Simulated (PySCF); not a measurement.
**H5PSi: core ionisation energies**

Silylphosphane, H5PSi.
Structure used (PBE0-D3(BJ)/def2-SVP), in Å, numbered top down from 1:
```xyz
7
H5PSi angstrom
Si    -0.812    0.113   -0.074
P      1.386   -0.027   -0.611
H     -1.565   -0.860   -0.922
H     -1.277    1.496   -0.392
H     -1.094   -0.177    1.365
H      1.566   -1.277    0.059
H      1.801    0.741    0.521
```

Method used: delta-SCF UKS SCAN, pcX-2 on the ionised atom, pcseg-1 elsewhere, spin-free X2C (PySCF). Binding energies are ΔSCF values: E(core-ionised, relaxed orbitals) − E(ground state) at a fixed geometry, referred to the vacuum level.

Q: Give the core binding energies atom by atom.

A: 
| atom(s) | bonded to | level | binding energy (eV) | 2p1/2 (eV) | count |
| --- | --- | --- | --- | --- | --- |
| Si1 | 3 H and P | Si 2p3/2 | 106.93 | 107.55 | 1 |
| Si1 | 3 H and P | Si 1s | 1846.66 | – | 1 |
| P2 | 2 H and Si | P 2p3/2 | 136.48 | 137.37 | 1 |
| P2 | 2 H and Si | P 1s | 2150.03 | – | 1 |

Q: Which effective nuclear charge Zeff reproduces each element's mean 1s value in the hydrogen-like formula E = 13.606 eV × Zeff²?

A: Si (Z = 14): mean 1846.7 eV, Zeff = 11.65, Z − Zeff = 2.35; P (Z = 15): mean 2150.0 eV, Zeff = 12.57, Z − Zeff = 2.43. Means run over the listed sites, weighted by atom count.

Q: Give the binding energy of P 1s of P2 in hartree and in kJ/mol.

A: 2150.03 eV = 79.0121 Eh = 207446 kJ/mol.

For 2p shells one spin-free hole was relaxed; a mean-field spin–orbit operator and the ground-state splitting of the three 2p orbitals were then diagonalised within the shell. The shell's mean is (2 × 2p3/2 + 2p1/2)/3, and the degeneracies 2j + 1 give areas of 2:1. 2p1/2 minus 2p3/2 (ligand field included): Si 0.62 eV, P 0.89 eV. Geometry: PBE0-D3(BJ)/def2-SVP; no solvent, vibrations or thermal averaging.
